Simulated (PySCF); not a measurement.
Two probes of the same atoms: core binding energy and nuclear shielding

Compound: C₅H₁₁P.
Bonds: C1–C2, C2–P3, P3–C4, C4–C5, C5–C6, P3–C6. Hydrogens: H7, H8, H9 on C1; H10, H11 on C2; H12, H13 on C4; H14, H15 on C5; H16, H17 on C6.

Binding energies: delta-SCF UKS SCAN, pcX-2 on the ionised atom, pcseg-1 elsewhere, spin-free X2C in PySCF 2.14.0. Shieldings: GIAO KT3/pcSseg-1, non-relativistic, same geometry.

```json
{"atom": "C1", "isotropic shielding (ppm)": "169.3"}
{"atom": "C2", "isotropic shielding (ppm)": "155.8"}
{"atom": "C4", "isotropic shielding (ppm)": "158.3"}
{"atom": "C5", "isotropic shielding (ppm)": "150.6"}
```

**Question.** What are the C 1s binding energies of these atoms?

**Answer.** 
```
atom                     environment  C 1s (eV)  isotropic shielding (ppm)
  C4  sp3 carbon bound to phosphorus     290.09                      158.3
  C2  sp3 carbon bound to phosphorus     290.27                      155.8
  C1                   methyl carbon     290.58                      169.3
  C5       four-membered-ring carbon     290.59                      150.6
```

By binding energy: C4 < C2 < C1 ≈ C5. By shielding: C5 < C2 < C4 < C1.

Of atoms equivalent by bonding only the ionised one is listed; its partners' own values can differ in this conformer. One conformer (not necessarily the lowest) at the PBE0-D3(BJ)/def2-SVP geometry, without solvent, vibrations or thermal averaging.

Shape of the structure used: `[CH3:1][CH2:2][P:3]1[CH2:4][CH2:5][CH2:6]1`: C1–C2–P3–C4 161°.
